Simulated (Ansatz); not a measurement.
System (SMILES): [C]#N (C-N), doublet.
Atoms: C1, N2. Bonds: C1-N2.

Basis-set convergence of the highest harmonic wavenumber at HF with Ansatz (a program for electronic structure). Each level at its own minimum, finite differences of forces, unscaled; the reference is a large set that could be run, not a limit. All functions are spherical. The program fits the integrals of some runs and decomposes those of others, by size. The T1 diagnostic of CCSD is high for at least one species. An unrestricted Hartree-Fock determinant is markedly spin-contaminated. Open shells are unrestricted. No added dispersion term, no relativity. Reference: the value in aug-pcseg-3, 2031 cm⁻¹, itself unsure by roughly 5 cm⁻¹ (its mean distance from aug-cc-pVQZ, def2-QZVPPD, pcseg-3).

```
basis              functions  highest harmonic wavenumber (cm⁻¹)
-----------------  ---------  ----------------------------------
cc-pVDZ                   28                                1988
pcseg-1                   28                                2046
6-311+G**                 44                                 [?]
aug-cc-pVDZ               46                                 [?]
aug-pcseg-1               46                                2046
6-311++G(2d,2p)           54                                 [?]
cc-pVTZ                   60                                 [?]
pcseg-2                   60                                2027
def2-TZVPP                62                                2022
def2-TZVPPD               74                                2022
6-311++G(3df,3pd)         78                                2024
aug-cc-pVTZ               92                                2017
cc-pVQZ                  110                                2025
def2-QZVPP               114                                2025
pcseg-3                  120                                2031
def2-QZVPPD              126                                2024
aug-cc-pVQZ              160                                2024
aug-pcseg-3              170                                2031
```

Problem. Some entries are withheld; supply them.

Solution. 
- 6-311+G**, highest harmonic wavenumber (cm⁻¹): 1991
- aug-cc-pVDZ, highest harmonic wavenumber (cm⁻¹): 1981
- 6-311++G(2d,2p), highest harmonic wavenumber (cm⁻¹): 2006
- cc-pVTZ, highest harmonic wavenumber (cm⁻¹): 2014
